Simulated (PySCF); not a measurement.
Frontier levels across methods

HC≡CCH2F, C3H3F.
Cartesian coordinates in Å at the PBE0-D3(BJ)/def2-SVP level; atoms count from 1:
```
atom  x, y, z in Å
C1     1.6063   -0.1971   -0.5130
C2     0.4899   -0.0768   -0.0628
C3    -0.8520    0.0544    0.4940
F4    -1.5846    1.0134   -0.1522
H5     2.5980   -0.3028   -0.9142
H6    -0.7847    0.3185    1.5640
H7    -1.3811   -0.9116    0.4153
```

Basis pcSseg-2 throughout (PySCF), one geometry. Geometry: PBE0-D3(BJ)/def2-SVP; no solvent, vibrations or thermal averaging.

Task: How do the orbital energies, the gap and the dipole change with the method?

Result: 
| method | kind | HOMO (eV) | LUMO (eV) | gap (eV) | μ (D) | SCF cycles |
| --- | --- | --- | --- | --- | --- | --- |
| BLYP | GGA | -6.77 | -0.97 | 5.80 | 1.67 | 15 |
| B97-D | GGA | -6.86 | -0.96 | 5.90 | 1.65 | 14 |
| OPBE | GGA | -6.87 | -0.96 | 5.91 | 1.57 | 15 |
| KT2 | GGA | -6.90 | -1.09 | 5.81 | 1.65 | 16 |
| PBE | GGA | -6.90 | -1.09 | 5.82 | 1.63 | 15 |
| KT3 | GGA | -6.93 | -1.07 | 5.86 | 1.63 | 16 |
| BP86 | GGA | -6.99 | -1.14 | 5.85 | 1.64 | 14 |
| LDA | LDA | -7.06 | -1.33 | 5.72 | 1.70 | 14 |
| B97-2 | global hybrid | -7.90 | -0.09 | 7.81 | 1.72 | 14 |
| B3LYP | global hybrid | -7.94 | -0.32 | 7.61 | 1.75 | 14 |
| PBE0 | global hybrid | -8.16 | -0.06 | 8.11 | 1.73 | 14 |
| mPW1PW91 | global hybrid | -8.18 | -0.06 | 8.12 | 1.74 | 14 |
| BHandHLYP | global hybrid | -9.28 | 0.92 | 10.20 | 1.86 | 13 |
| CAM-B3LYP | range-separated hybrid | -9.56 | 0.98 | 10.54 | 1.81 | 14 |
| wB97X-D | range-separated hybrid | -10.04 | 1.80 | 11.84 | 1.75 | 14 |
| HF | Hartree–Fock | -10.95 | 2.70 | 13.65 | 1.94 | 12 |
| LC-wPBE | range-separated hybrid | -10.98 | 2.19 | 13.17 | 1.79 | 14 |

The HOMO spans 4.21 eV, from BLYP down to LC-wPBE, and the gap runs from 5.72 eV (LDA) to 13.65 eV (HF). Over the methods BLYP (0 %), B97-D (0 %), OPBE (0 %), KT2 (0 %), PBE (0 %), KT3 (0 %), BP86 (0 %), LDA (0 %), B97-2 (21 %), B3LYP (20 %), PBE0 (25 %), mPW1PW91 (25 %), BHandHLYP (50 %), HF (100 %), a straight line through the gap against the share of exact exchange rises by 0.80 eV for each 10 % (correlation coefficient 0.997). The dipole ranges from 1.57 D (OPBE) to 1.94 D (HF). This basis has no diffuse functions.

The vertical ΔSCF ionisation energy at PBE0/def2-SVPD is 10.69 eV; −ε(HOMO) comes closest to it with HF (10.95 eV).
